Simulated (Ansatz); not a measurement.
Gas-phase electronic energies from Ansatz, PBE0-D4/def2-TZVP geometries. CCSD(T)/CBS adds triple-zeta CCSD(T) − MP2 to the extrapolated MP2 energy (def2 sets, frozen cores). This one scheme is used for every species. Double bonds are as drawn, so ΔE can hold a change between cis and trans. Functionals use def2-TZVPP. B3LYP here is the variant with VWN-RPA as its local correlation; programs differ in this. Each species was taken in one conformer, which may not be the lowest.

Consider the substitution at a C–F bond: `C/N=C\F` + CH₃NH₂ → `C/N=C/NC` + H–F.

`C/N=C\F`:

Cartesian coordinates in Å:
```
C 0.189 0.070 1.023
N 0.508 -0.530 -0.250
C -0.098 -0.215 -1.283
F -1.094 0.692 -1.357
H -0.601 0.824 0.984
H -0.108 -0.723 1.714
H 1.096 0.521 1.430
H 0.108 -0.639 -2.261
```

CH₃NH₂:

Z-matrix (Å, degrees):
```
C
N 1 1.453
H 1 1.092 2 109.4
H 1 1.100 2 115.4 3 -121.6
H 1 1.092 2 109.4 3 116.8
H 2 1.012 1 110.6 3 62.6
H 2 1.012 1 110.6 3 -179.3
```

`C/N=C/NC`:

Cartesian coordinates in Å:
```
C -0.528 1.843 1.151
N 0.051 0.653 0.593
C -0.603 0.055 -0.311
N -0.194 -1.115 -0.871
C 1.114 -1.645 -0.582
H 0.164 2.683 1.042
H -0.698 1.713 2.224
H -1.487 2.127 0.687
H -1.567 0.416 -0.698
H -0.618 -1.364 -1.746
H 1.917 -0.981 -0.923
H 1.229 -1.766 0.496
H 1.220 -2.617 -1.063
```

H–F:

```xyz
2

F    -0.088   -0.409    0.192
H     0.088    0.409   -0.192
```

| level | ΔE (kJ/mol) | difference from CCSD(T)/CBS |
| --- | --- | --- |
| r2SCAN-D4 | -44.5 | 7.2 |
| B97M-V | -40.2 | 11.5 |
| CAM-B3LYP-D4 | -43.5 | 8.2 |
| PBE-QIDH | -52.8 | -1.1 |
| r2SCAN | -42.7 | 9.0 |
| B3LYP | -36.9 | 14.8 |
| r2SCAN0 | -46.7 | 5.0 |
| LC-ωPBE | -42.8 | 8.9 |
| HF/def2-TZVPP | -30.7 | 21.0 |
| MP2/def2-QZVPP | -62.0 | -10.3 |
| CCSD(T)/CBS | -51.7 | 0 |

Largest T1 diagnostic among the species: 0.013.

From PBE to PBE0 (25 % exact exchange), in def2-TZVPP and without D4, ΔE moves by −4.0 kJ/mol. At CCSD(T), def2-SVP lies +10.5 kJ/mol from the extrapolated value and def2-TZVPP +4.9 kJ/mol. The D4 term adds −8.6 kJ/mol with B3LYP and −4.9 kJ/mol with PBE0; it sums over pairs of atoms, weighted by their polarisabilities, and B3LYP, whose exchange is more repulsive, gets the larger term.
